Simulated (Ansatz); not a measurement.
The same path of CH$_{6}$BS (9 atoms, charge 1, multiplicity 1) was run twice with different band settings. The coordinate that changes most is the dihedral H6–C1–B2–S3.

All numbers below come from RKS B3LYP-D4/6-31G (Ansatz).

Relaxed end points:

```xyz
9
Properties=species:S:1:pos:R:3
C -0.607 0.969 -0.601
B 0.190 -0.327 -0.545
S 0.240 -1.348 1.166
H -1.392 0.860 -1.370
H 0.043 1.767 -1.002
H -1.074 1.330 0.318
H 0.769 -0.938 -1.373
H 1.497 -1.899 1.236
H 0.335 -0.415 2.171
```

```xyz
9
Properties=species:S:1:pos:R:3
C -0.594 0.977 -0.602
B 0.411 -0.161 -0.494
S 0.168 -1.524 0.940
H -1.375 1.052 0.158
H -1.079 0.914 -1.592
H -0.045 1.935 -0.639
H 1.329 -0.474 -1.168
H 1.434 -1.879 1.338
H -0.248 -0.841 2.059
```

Common settings: spring 5.0 eV/Å²; optimiser quadratic models (default); start path through a guess of the saddle point; force threshold 0.03 eV/Å; iteration limit 60; end points relaxed.

| run | movable images | climbing image |
| --- | --- | --- |
| 1 | 9 | yes |
| 2 | 1 | no |

**Question.** What does each run give, and how far can it be trusted?

**Answer.** Run 1: converged after 16 iterations, highest image 0.174 eV above the first end. Beside the main top the profile has a ripple of under 15 meV (maxima at images 2, 6), which may be a very shallow well or noise. A vibrational analysis at the climbing image gives one clearly imaginary mode, 138i cm⁻¹: a first-order saddle point.
Run 2: converged after 29 iterations, highest image 0.022 eV above the first end. The dihedral H6–C1–B2–S3 jumps by 95° between images 1 and 2, so the path isn't resolved there. No image climbed, so the highest image needn't sit at the top of the path. A band with more images between the same ends climbed to 0.17 eV, so this one has probably stepped over the top. So few images can step over the top or miss a turn of the path.
Limits of this set-up: no polarisation functions, the dipole of an ion depends on the origin.
